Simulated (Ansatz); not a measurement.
**C₂H₄N₂S₂: up Jacob's ladder to CCSD(T)**

An exercise on one series of results from a longer session: the logs are not shown, and one member is left open.

The runs use Ansatz 0.2.0, Gaussian basis; functionals in def2-TZVPP, the program's frozen cores in correlated methods.

Plan: LDA (SPW92), PBE-D4, revPBE-D4, BLYP-D4, r2SCAN-D4, B97M-V, PBE0-D4, B3LYP-D4, r2SCANh-D4, r2SCAN0-D4, HSE06-D4, BHLYP-D4, CAM-B3LYP-D4, LC-ωPBE, ωB97X-V, ωB97M-V, B2PLYP, PBE-QIDH; CCSD(T)/def2-SVP; CCSD(T)/def2-TZVPP; MP2/def2-QZVPP; extrapolation to the limit; RPA on PBE.

## Structure used throughout

The geometry comes from an earlier relaxation with PBE0-D4 in a triple-zeta def2 set; it is a stationary point, not always the lowest conformer.

SMILES `N/C=N/C(=S)S`, 10 atoms, charge 0, spin multiplicity 1.

Atoms are counted from 1 here; the program's logs count them from 0.

Bond lengths: N1–C2 1.330 Å, N1–H7 1.002 Å, N1–H8 1.007 Å, C2–N3 1.287 Å, C2–H9 1.094 Å, N3–C4 1.370 Å, C4–S5 1.646 Å, C4–S6 1.748 Å, S6–H10 1.342 Å. Angles: C2–N1–H7 121.1°, C2–N1–H8 119.5°, H7–N1–H8 119.4°, N1–C2–N3 121.5°, N1–C2–H9 116.6°, N3–C2–H9 121.9°, C2–N3–C4 117.8°, N3–C4–S5 128.2°, N3–C4–S6 108.2°, S5–C4–S6 123.6°, C4–S6–H10 95.5°.

The first run:

in.yaml

```yaml
crystal:
  periodic: [false, false, false]
  atoms:
    - {symbol: N, position_ang: [-0.253254, -2.125805, -0.469517]}
    - {symbol: C, position_ang: [0.186243, -0.873969, -0.379167]}
    - {symbol: N, position_ang: [-0.439648, 0.009781, 0.316214]}
    - {symbol: C, position_ang: [0.024134, 1.298525, 0.278374]}
    - {symbol: S, position_ang: [1.011150, 1.992140, -0.841065]}
    - {symbol: S, position_ang: [-0.647533, 2.159677, 1.643570]}
    - {symbol: H, position_ang: [0.259808, -2.818778, -0.980824]}
    - {symbol: H, position_ang: [-1.105095, -2.387089, -0.001144]}
    - {symbol: H, position_ang: [1.105801, -0.637384, -0.922227]}
    - {symbol: H, position_ang: [-0.058507, 3.331705, 1.358687]}
basis:
  gaussian: {orbitals: def2-TZVPP}
hamiltonian: {xc: lda}
output: {orbitals: {seedname: orbitals}}
```

Among the steps run: LDA; PBE-D4 (GGA); revPBE-D4 (GGA); BLYP-D4 (GGA); r2SCAN-D4 (meta-GGA); B97M-V (meta-GGA); PBE0-D4 (hybrid); B3LYP-D4 (hybrid); r2SCANh-D4 (hybrid); r2SCAN0-D4 (hybrid); HSE06-D4 (hybrid); BHLYP-D4 (hybrid); CAM-B3LYP-D4 (range-separated); LC-ωPBE (range-separated); ωB97X-V (range-separated); ωB97M-V (range-separated); B2PLYP (double hybrid); PBE-QIDH (double hybrid).

One table of the session follows, with a row left open; its other results are not shown here.

It belongs to the step «Frontier levels by functional». 

| functional | HOMO (eV) | LUMO (eV) | gap (eV) |
| --- | --- | --- | --- |
| LDA (SPW92) | ? | ? | ? |
| PBE-D4 | -4.97 | -2.64 | 2.33 |
| revPBE-D4 | -4.90 | -2.56 | 2.34 |
| BLYP-D4 | -4.79 | -2.48 | 2.30 |
| r2SCAN-D4 | -5.19 | -2.55 | 2.65 |
| B97M-V | -5.23 | -2.45 | 2.78 |
| PBE0-D4 | -6.18 | -1.86 | 4.32 |
| B3LYP-D4 | -5.92 | -2.03 | 3.90 |
| r2SCANh-D4 | -5.65 | -2.25 | 3.39 |
| r2SCAN0-D4 | -6.33 | -1.80 | 4.53 |
| HSE06-D4 | -5.78 | -2.23 | 3.55 |
| BHLYP-D4 | -7.23 | -0.87 | 6.36 |
| CAM-B3LYP-D4 | -7.49 | -0.81 | 6.68 |
| LC-ωPBE | -8.90 | 0.15 | 9.06 |
| ωB97X-V | -8.52 | 0.18 | 8.70 |
| ωB97M-V | -8.35 | 0.16 | 8.51 |

Estimate the missing values for LDA (SPW92).

**Answer.** HOMO (eV): -5.14; LUMO (eV): -2.87; gap (eV): 2.28. In the column «HOMO (eV)» it lies between r2SCAN-D4 (-5.19) and PBE-D4 (-4.97).
